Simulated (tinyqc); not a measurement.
Inside a calculation (part 1 of 3). Method: UHF in the sto-3g basis, for CH, spin multiplicity 4. Computed by tinyqc, a small Python program that keeps every step (integrals from PySCF). Settings: charge = 0, multiplicity = 4, basis = sto-3g, energy threshold = 1e-10, iteration cap = 71, orthogonalisation = symmetric, start = atomic densities, DIIS depth = 4, method = UHF. Command: `OMP_NUM_THREADS=1 python tinyqc.py 27333 27334 out.jsonl` (the two numbers bound the seeds that draw the settings). One thread of a shared host (Intel(R) Xeon(R) Processor @ 2.60GHz), about 0.1 s of CPU time with the checks. Later iterations appear only in the table of the cycle.

## One-electron integrals

Geometry (angstrom):
```
atom         x         y         z
C     0.000000  0.000000  0.000000
H     0.000000  0.000000  1.786000
```

Basis sto-3g: exponents (1/bohr^2) and contraction coefficients of normalised primitives:
```
element  l (shell)   exponent  coefficient
C            s (1)  71.616837     0.154329
C            s (1)  13.045096     0.535328
C            s (1)   3.530512     0.444635
C            s (2)   2.941249    -0.099967
C            s (2)   0.683483     0.399513
C            s (2)   0.222290     0.700115
C            p (3)   2.941249     0.155916
C            p (3)   0.683483     0.607684
C            p (3)   0.222290     0.391957
H            s (1)   3.425251     0.154329
H            s (1)   0.623914     0.535328
H            s (1)   0.168855     0.444635
```

Overlap, kinetic and nuclear-attraction integrals over the contracted functions; the nuclear repulsion is the sum of Za Zb / Rab.

nuclear repulsion = 1.77775099 hartree

overlap S:
```
           1C 1s     1C 2s    1C 2px    1C 2py    1C 2pz     2H 1s
1C 1s   1.000000  0.248362  0.000000  0.000000  0.000000  0.013039
1C 2s   0.248362  1.000000  0.000000  0.000000  0.000000  0.184037
1C 2px  0.000000  0.000000  1.000000  0.000000  0.000000  0.000000
1C 2py  0.000000  0.000000  0.000000  1.000000  0.000000  0.000000
1C 2pz  0.000000  0.000000  0.000000  0.000000  1.000000  0.216961
2H 1s   0.013039  0.184037  0.000000  0.000000  0.216961  1.000000
```

kinetic energy T (hartree):
```
            1C 1s      1C 2s    1C 2px    1C 2py    1C 2pz      2H 1s
1C 1s   15.891122  -0.085890  0.000000  0.000000  0.000000  -0.003707
1C 2s   -0.085890   0.472250  0.000000  0.000000  0.000000  -0.006425
1C 2px   0.000000   0.000000  1.477728  0.000000  0.000000   0.000000
1C 2py   0.000000   0.000000  0.000000  1.477728  0.000000   0.000000
1C 2pz   0.000000   0.000000  0.000000  0.000000  1.477728   0.027218
2H 1s   -0.003707  -0.006425  0.000000  0.000000  0.027218   0.760032
```

nuclear attraction V (hartree):
```
             1C 1s      1C 2s     1C 2px     1C 2py     1C 2pz      2H 1s
1C 1s   -33.949033  -4.265816   0.000000   0.000000  -0.006308  -0.227407
1C 2s    -4.265816  -5.485846   0.000000   0.000000  -0.073181  -0.712752
1C 2px    0.000000   0.000000  -5.431301   0.000000   0.000000   0.000000
1C 2py    0.000000   0.000000   0.000000  -5.431301   0.000000   0.000000
1C 2pz   -0.006308  -0.073181   0.000000   0.000000  -5.469993  -0.758696
2H 1s    -0.227407  -0.712752   0.000000   0.000000  -0.758696  -3.002404
```

core Hamiltonian H = T + V (hartree):
```
             1C 1s      1C 2s     1C 2px     1C 2py     1C 2pz      2H 1s
1C 1s   -18.057911  -4.351706   0.000000   0.000000  -0.006308  -0.231113
1C 2s    -4.351706  -5.013596   0.000000   0.000000  -0.073181  -0.719178
1C 2px    0.000000   0.000000  -3.953573   0.000000   0.000000   0.000000
1C 2py    0.000000   0.000000   0.000000  -3.953573   0.000000   0.000000
1C 2pz   -0.006308  -0.073181   0.000000   0.000000  -3.992264  -0.731478
2H 1s    -0.231113  -0.719178   0.000000   0.000000  -0.731478  -2.242372
```

## Two-electron integrals

Functions are numbered as in S; the eight-fold symmetry (ij|kl) = (ji|kl) = (kl|ij) leaves the list below.

Two-electron integrals (ij|kl) in chemists' order, unique and non-zero (hartree):
```
(11|11) 3.541948   (21|11) 0.576921   (21|21) 0.111888   (22|11) 0.854682
(22|21) 0.205284   (22|22) 0.624709   (31|31) 0.020296   (32|31) 0.030858
(32|32) 0.137996   (33|11) 0.852436   (33|21) 0.205335   (33|22) 0.624568
(33|33) 0.672833   (41|41) 0.020296   (42|41) 0.030858   (42|42) 0.137996
(43|43) 0.036269   (44|11) 0.852436   (44|21) 0.205335   (44|22) 0.624568
(44|33) 0.600295   (44|44) 0.672833   (51|51) 0.020296   (52|51) 0.030858
(52|52) 0.137996   (53|53) 0.036269   (54|54) 0.036269   (55|11) 0.852436
(55|21) 0.205335   (55|22) 0.624568   (55|33) 0.600295   (55|44) 0.600295
(55|55) 0.672833   (61|11) 0.030421   (61|21) 0.005866   (61|22) 0.010756
(61|33) 0.010728   (61|44) 0.010728   (61|51) 0.000342   (61|52) 0.000644
(61|55) 0.010815   (61|61) 0.000314   (62|11) 0.100158   (62|21) 0.024513
(62|22) 0.086125   (62|33) 0.083938   (62|44) 0.083938   (62|51) 0.002274
(62|52) 0.018009   (62|55) 0.090407   (62|61) 0.001339   (62|62) 0.018596
(63|31) 0.002083   (63|32) 0.012067   (63|53) 0.003237   (63|63) 0.001840
(64|41) 0.002083   (64|42) 0.012067   (64|54) 0.003237   (64|64) 0.001840
(65|11) 0.100354   (65|21) 0.024817   (65|22) 0.092211   (65|33) 0.088061
(65|44) 0.088061   (65|51) 0.003892   (65|52) 0.028579   (65|55) 0.100402
(65|61) 0.001394   (65|62) 0.023405   (65|65) 0.030755   (66|11) 0.295934
(66|21) 0.073478   (66|22) 0.293700   (66|33) 0.282357   (66|44) 0.282357
(66|51) 0.006224   (66|52) 0.069604   (66|55) 0.316084   (66|61) 0.004009
(66|62) 0.091824   (66|65) 0.126997   (66|66) 0.774606
```

## Orthogonalisation

S = U s U^T; symmetric (Loewdin) form X = U s^(-1/2) U^T, so that X^T S X = 1.

eigenvalues of S: 0.662760  0.836648  1.000000  1.000000  1.150594  1.349998

X:
```
            1C 1s      1C 2s    1C 2px    1C 2py     1C 2pz      2H 1s
1C 1s    1.024543  -0.131239  0.000000  0.000000  -0.002302   0.011951
1C 2s   -0.131239   1.038632  0.000000  0.000000   0.016446  -0.099682
1C 2px   0.000000   0.000000  1.000000  0.000000   0.000000   0.000000
1C 2py   0.000000   0.000000  0.000000  1.000000   0.000000   0.000000
1C 2pz  -0.002302   0.016446  0.000000  0.000000   1.018782  -0.114408
2H 1s    0.011951  -0.099682  0.000000  0.000000  -0.114408   1.032594
```

## Starting guess

The start is atomic minimal-basis densities projected into this basis (PySCF's MINAO start) and scaled to the electron count of each spin; this density is not idempotent, so its energy is not variational and may lie below the converged one.

D(alpha) at the start:
```
            1C 1s      1C 2s    1C 2px    1C 2py     1C 2pz      2H 1s
1C 1s    1.532893  -0.376759  0.000000  0.000000   0.003166  -0.013365
1C 2s   -0.376759   1.520019  0.000000  0.000000  -0.011909   0.056395
1C 2px   0.000000   0.000000  0.470432  0.000000   0.000000   0.000000
1C 2py   0.000000   0.000000  0.000000  0.470432   0.000000   0.000000
1C 2pz   0.003166  -0.011909  0.000000  0.000000   0.456457   0.043026
2H 1s   -0.013365   0.056395  0.000000  0.000000   0.043026   0.697835
```

D(beta) at the start:
```
            1C 1s      1C 2s    1C 2px    1C 2py     1C 2pz      2H 1s
1C 1s    0.613157  -0.150704  0.000000  0.000000   0.001266  -0.005346
1C 2s   -0.150704   0.608008  0.000000  0.000000  -0.004764   0.022558
1C 2px   0.000000   0.000000  0.188173  0.000000   0.000000   0.000000
1C 2py   0.000000   0.000000  0.000000  0.188173   0.000000   0.000000
1C 2pz   0.001266  -0.004764  0.000000  0.000000   0.182583   0.017210
2H 1s   -0.005346   0.022558  0.000000  0.000000   0.017210   0.279134
```

## Iteration 1: building the Fock matrix

J_ij = sum D_kl (ij|kl) with D = D(alpha) + D(beta), K_ij = sum D_kl (ik|jl) for each spin; F = H + J - K(s); E = tr D H + tr D J / 2 - 0.5 sum_s tr D(s) K(s) + E_nn.

Coulomb J (hartree):
```
            1C 1s     1C 2s    1C 2px    1C 2py    1C 2pz     2H 1s
1C 1s   10.794835  2.037030  0.000000  0.000000  0.006047  0.107294
1C 2s    2.037030  4.480080  0.000000  0.000000  0.069936  0.635533
1C 2px   0.000000  0.000000  4.463271  0.000000  0.000000  0.000000
1C 2py   0.000000  0.000000  0.000000  4.463271  0.000000  0.000000
1C 2pz   0.006047  0.069936  0.000000  0.000000  4.497307  0.696070
2H 1s    0.107294  0.635533  0.000000  0.000000  0.696070  2.540639
```

exchange K(alpha) (hartree):
```
           1C 1s     1C 2s    1C 2px    1C 2py    1C 2pz     2H 1s
1C 1s   5.193235  0.876980  0.000000  0.000000  0.001645  0.051065
1C 2s   0.876980  1.182807  0.000000  0.000000  0.018972  0.234474
1C 2px  0.000000  0.000000  0.570624  0.000000  0.000000  0.000000
1C 2py  0.000000  0.000000  0.000000  0.570624  0.000000  0.000000
1C 2pz  0.001645  0.018972  0.000000  0.000000  0.592081  0.182992
2H 1s   0.051065  0.234474  0.000000  0.000000  0.182992  0.604684
```

exchange K(beta) (hartree):
```
           1C 1s     1C 2s    1C 2px    1C 2py    1C 2pz     2H 1s
1C 1s   2.077294  0.350792  0.000000  0.000000  0.000658  0.020426
1C 2s   0.350792  0.473123  0.000000  0.000000  0.007589  0.093790
1C 2px  0.000000  0.000000  0.228250  0.000000  0.000000  0.000000
1C 2py  0.000000  0.000000  0.000000  0.228250  0.000000  0.000000
1C 2pz  0.000658  0.007589  0.000000  0.000000  0.236832  0.073197
2H 1s   0.020426  0.093790  0.000000  0.000000  0.073197  0.241873
```

F(alpha) (hartree):
```
             1C 1s      1C 2s     1C 2px     1C 2py     1C 2pz      2H 1s
1C 1s   -12.456312  -3.191656   0.000000   0.000000  -0.001907  -0.174885
1C 2s    -3.191656  -1.716322   0.000000   0.000000  -0.022217  -0.318119
1C 2px    0.000000   0.000000  -0.060926   0.000000   0.000000   0.000000
1C 2py    0.000000   0.000000   0.000000  -0.060926   0.000000   0.000000
1C 2pz   -0.001907  -0.022217   0.000000   0.000000  -0.087038  -0.218400
2H 1s    -0.174885  -0.318119   0.000000   0.000000  -0.218400  -0.306416
```

F(beta) (hartree):
```
            1C 1s      1C 2s    1C 2px    1C 2py     1C 2pz      2H 1s
1C 1s   -9.340371  -2.665468  0.000000  0.000000  -0.000919  -0.144246
1C 2s   -2.665468  -1.006638  0.000000  0.000000  -0.010834  -0.177434
1C 2px   0.000000   0.000000  0.281449  0.000000   0.000000   0.000000
1C 2py   0.000000   0.000000  0.000000  0.281449   0.000000   0.000000
1C 2pz  -0.000919  -0.010834  0.000000  0.000000   0.268210  -0.108605
2H 1s   -0.144246  -0.177434  0.000000  0.000000  -0.108605   0.056394
```

total energy of this density = -38.22497143 hartree

This density is the starting one; it is not idempotent, so its energy is not variational and may lie below the converged one.

## Iteration 1: diagonalisation and new density

Diagonalise F' = X^T F X, C = X C', fill 5 alpha and 2 beta electrons from the bottom; D(s) = C_occ C_occ^T. Each column has its largest component positive (the first on a tie).

F' = X^T F X (alpha) (hartree):
```
            1          2          3          4          5          6
1  -12.249820  -1.532092   0.000000   0.000000  -0.007108   0.011343
2   -1.532092  -1.137740   0.000000   0.000000   0.011473  -0.176416
3    0.000000   0.000000  -0.060926   0.000000   0.000000   0.000000
4    0.000000   0.000000   0.000000  -0.060926   0.000000   0.000000
5   -0.007108   0.011473   0.000000   0.000000  -0.043356  -0.190573
6    0.011343  -0.176416   0.000000   0.000000  -0.190573  -0.226812
```

orbital energies (alpha) (hartree): MO1 -12.457205, MO2 -0.973244, MO3 -0.314892, MO4 -0.060926, MO5 -0.060926, MO6 0.087612

coefficients C (alpha):
```
              MO1        MO2        MO3       MO4        MO5        MO6
1C 1s    0.997689  -0.257085   0.064970  0.000000   0.000000  -0.036915
1C 2s    0.009177   0.992769  -0.296290  0.000000   0.000000   0.180897
1C 2px   0.000000   0.000000   0.000000  0.005274   0.999986   0.000000
1C 2py   0.000000   0.000000   0.000000  0.999986  -0.005274   0.000000
1C 2pz   0.000276   0.025519   0.483582  0.000000   0.000000   0.903758
2H 1s   -0.000525   0.144696   0.777211  0.000000   0.000000  -0.681486
```

F' = X^T F X (beta) (hartree):
```
           1          2         3         4          5          6
1  -9.107976  -1.478830  0.000000  0.000000  -0.008871   0.021618
2  -1.478830  -0.486548  0.000000  0.000000   0.016312  -0.129526
3   0.000000   0.000000  0.281449  0.000000   0.000000   0.000000
4   0.000000   0.000000  0.000000  0.281449   0.000000   0.000000
5  -0.008871   0.016312  0.000000  0.000000   0.304548  -0.156212
6   0.021618  -0.129526  0.000000  0.000000  -0.156212   0.117038
```

orbital energies (beta) (hartree): MO1 -9.354588, MO2 -0.284956, MO3 0.063201, MO4 0.281449, MO5 0.281449, MO6 0.403405

coefficients C (beta):
```
              MO1        MO2        MO3       MO4        MO5        MO6
1C 1s    0.988999  -0.276858   0.100329  0.000000   0.000000  -0.047159
1C 2s    0.041400   0.953198  -0.394426  0.000000   0.000000   0.200782
1C 2px   0.000000   0.000000   0.000000  0.003892   0.999992   0.000000
1C 2py   0.000000   0.000000   0.000000  0.999992  -0.003892   0.000000
1C 2pz   0.001074   0.038534   0.447068  0.000000   0.000000   0.921914
2H 1s   -0.004672   0.240334   0.783488  0.000000   0.000000  -0.646362
```

D(alpha) after iteration 1:
```
            1C 1s      1C 2s    1C 2px    1C 2py     1C 2pz      2H 1s
1C 1s    1.065697  -0.265320  0.000000  0.000000   0.025133   0.012773
1C 2s   -0.265320   1.073462  0.000000  0.000000  -0.117944  -0.086635
1C 2px   0.000000   0.000000  1.000000  0.000000   0.000000   0.000000
1C 2py   0.000000   0.000000  0.000000  1.000000   0.000000   0.000000
1C 2pz   0.025133  -0.117944  0.000000  0.000000   0.234503   0.379538
2H 1s    0.012773  -0.086635  0.000000  0.000000   0.379538   0.624995
```

D(beta) after iteration 1:
```
            1C 1s      1C 2s    1C 2px    1C 2py     1C 2pz      2H 1s
1C 1s    1.054770  -0.222957  0.000000  0.000000  -0.009606  -0.071159
1C 2s   -0.222957   0.910300  0.000000  0.000000   0.036775   0.228892
1C 2px   0.000000   0.000000  0.000000  0.000000   0.000000   0.000000
1C 2py   0.000000   0.000000  0.000000  0.000000   0.000000   0.000000
1C 2pz  -0.009606   0.036775  0.000000  0.000000   0.001486   0.009256
2H 1s   -0.071159   0.228892  0.000000  0.000000   0.009256   0.057782
```

Within a degenerate level the vectors are fixed only up to a rotation; this is one choice.

## Iteration 2: building the Fock matrix

As before.

Coulomb J (hartree):
```
            1C 1s     1C 2s    1C 2px    1C 2py    1C 2pz     2H 1s
1C 1s   10.853745  2.056194  0.000000  0.000000  0.003504  0.108195
1C 2s    2.056194  4.543137  0.000000  0.000000  0.053352  0.631682
1C 2px   0.000000  0.000000  4.544719  0.000000  0.000000  0.000000
1C 2py   0.000000  0.000000  0.000000  4.544719  0.000000  0.000000
1C 2pz   0.003504  0.053352  0.000000  0.000000  4.523754  0.683905
2H 1s    0.108195  0.631682  0.000000  0.000000  0.683905  2.419885
```

exchange K(alpha) (hartree):
```
            1C 1s      1C 2s    1C 2px    1C 2py     1C 2pz     2H 1s
1C 1s    3.634182   0.647932  0.000000  0.000000  -0.000390  0.037717
1C 2s    0.647932   1.000257  0.000000  0.000000  -0.033419  0.174411
1C 2px   0.000000   0.000000  0.872565  0.000000   0.000000  0.000000
1C 2py   0.000000   0.000000  0.000000  0.872565   0.000000  0.000000
1C 2pz  -0.000390  -0.033419  0.000000  0.000000   0.474289  0.238327
2H 1s    0.037717   0.174411  0.000000  0.000000   0.238327  0.589744
```

exchange K(beta) (hartree):
```
            1C 1s     1C 2s    1C 2px    1C 2py     1C 2pz     2H 1s
1C 1s    3.578945  0.580564  0.000000  0.000000  -0.000819  0.027144
1C 2s    0.580564  0.632701  0.000000  0.000000   0.051528  0.152900
1C 2px   0.000000  0.000000  0.138714  0.000000   0.000000  0.000000
1C 2py   0.000000  0.000000  0.000000  0.138714   0.000000  0.000000
1C 2pz  -0.000819  0.051528  0.000000  0.000000   0.150431  0.051783
2H 1s    0.027144  0.152900  0.000000  0.000000   0.051783  0.106977
```

F(alpha) (hartree):
```
             1C 1s      1C 2s     1C 2px     1C 2py     1C 2pz      2H 1s
1C 1s   -10.838348  -2.943445   0.000000   0.000000  -0.002414  -0.160635
1C 2s    -2.943445  -1.470716   0.000000   0.000000   0.013589  -0.261907
1C 2px    0.000000   0.000000  -0.281420   0.000000   0.000000   0.000000
1C 2py    0.000000   0.000000   0.000000  -0.281420   0.000000   0.000000
1C 2pz   -0.002414   0.013589   0.000000   0.000000   0.057200  -0.285899
2H 1s    -0.160635  -0.261907   0.000000   0.000000  -0.285899  -0.412230
```

F(beta) (hartree):
```
             1C 1s      1C 2s    1C 2px    1C 2py     1C 2pz      2H 1s
1C 1s   -10.783111  -2.876077  0.000000  0.000000  -0.001985  -0.150062
1C 2s    -2.876077  -1.103160  0.000000  0.000000  -0.071358  -0.240396
1C 2px    0.000000   0.000000  0.452432  0.000000   0.000000   0.000000
1C 2py    0.000000   0.000000  0.000000  0.452432   0.000000   0.000000
1C 2pz   -0.001985  -0.071358  0.000000  0.000000   0.381058  -0.099355
2H 1s    -0.150062  -0.240396  0.000000  0.000000  -0.099355   0.070537
```

total energy of this density = -37.64337291 hartree

## Iteration 2: DIIS over 2 matrices

error matrix X^T (FDS - SDF) X (alpha):
```
           1          2         3         4          5          6
1   0.000000   0.002644  0.000000  0.000000   0.021771  -0.016509
2  -0.002644   0.000000  0.000000  0.000000  -0.009015   0.019076
3   0.000000   0.000000  0.000000  0.000000   0.000000   0.000000
4   0.000000   0.000000  0.000000  0.000000   0.000000   0.000000
5  -0.021771   0.009015  0.000000  0.000000   0.000000   0.100775
6   0.016509  -0.019076  0.000000  0.000000  -0.100775   0.000000
```

B (overlaps of the stored error matrices):
```
                1               2
1   6.1701210e-02  -1.2634203e-02
2  -1.2634203e-02   3.6842543e-02
```

Minimise |sum c_i e_i|^2 with sum c_i = 1: solve [B -1; -1 0][c; lambda] = [0; -1] with B_ij = tr e_i^T e_j summed over both spins, and take F = sum c_i F_i.

DIIS coefficients: 0.399611  0.600389

extrapolated F(alpha) (hartree):
```
             1C 1s      1C 2s     1C 2px     1C 2py     1C 2pz      2H 1s
1C 1s   -11.484905  -3.042633   0.000000   0.000000  -0.002211  -0.166330
1C 2s    -3.042633  -1.568863   0.000000   0.000000  -0.000719  -0.284370
1C 2px    0.000000   0.000000  -0.193308   0.000000   0.000000   0.000000
1C 2py    0.000000   0.000000   0.000000  -0.193308   0.000000   0.000000
1C 2pz   -0.002211  -0.000719   0.000000   0.000000  -0.000439  -0.258926
2H 1s    -0.166330  -0.284370   0.000000   0.000000  -0.258926  -0.369946
```

extrapolated F(beta) (hartree):
```
             1C 1s      1C 2s    1C 2px    1C 2py     1C 2pz      2H 1s
1C 1s   -10.206576  -2.791915  0.000000  0.000000  -0.001559  -0.147738
1C 2s    -2.791915  -1.064589  0.000000  0.000000  -0.047172  -0.215236
1C 2px    0.000000   0.000000  0.384105  0.000000   0.000000   0.000000
1C 2py    0.000000   0.000000  0.000000  0.384105   0.000000   0.000000
1C 2pz   -0.001559  -0.047172  0.000000  0.000000   0.335963  -0.103051
2H 1s    -0.147738  -0.215236  0.000000  0.000000  -0.103051   0.064885
```
